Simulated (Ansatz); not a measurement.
A made-up structure of SiH₂ClO (charge -1), closed shell:

O1  (-0.414, 0.014, 1.664)
Si2  (0.066, -0.089, 0.197)
Cl3  (-1.073, 1.082, -1.239)
H4  (-0.025, -1.433, -0.486)
H5  (-0.581, 0.005, 2.619)
(Å)

It is relaxed with PBE-D4/def2-SVPD and then PBE0-D4/def2-TZVPD (Ansatz 0.2.0). Atoms count as bonded within 1.22 times the sum of their covalent radii (H–H: 0.88 Å). The end point is not checked to be a true minimum.

Problem. Does its bonding change? (A judgement: the text doesn't fix the answer.)

Solution. By the calculation: No: no bond forms or breaks.

Where it ends: The first stage lowers the energy by 1.85 eV in 12 steps. It ends as SiH₂ClO ([OH][SiH][Cl]), total charge -1:
```csv
atom,x (Å),y (Å),z (Å)
O1,-0.6741,-0.3663,1.6502
Si2,0.3057,-0.0498,0.2642
Cl3,-1.1650,1.0822,-1.0407
H4,-0.0115,-1.3870,-0.4289
H5,-0.4827,0.3001,2.3108
```

Labels in which every atom is bracketed show which atoms are joined, not bond orders.

For scale, one of the runs: PBE0-D4/def2-TZVPD relaxation, 147 basis functions, launched by `ansatz run in.yaml --threads 2 --pin off --events-out ev --progress --plain --max-ram 4352MiB`. Hardware: 2 CPU threads of an Arm Neoverse V1, shared host. Wall time about 26 s.
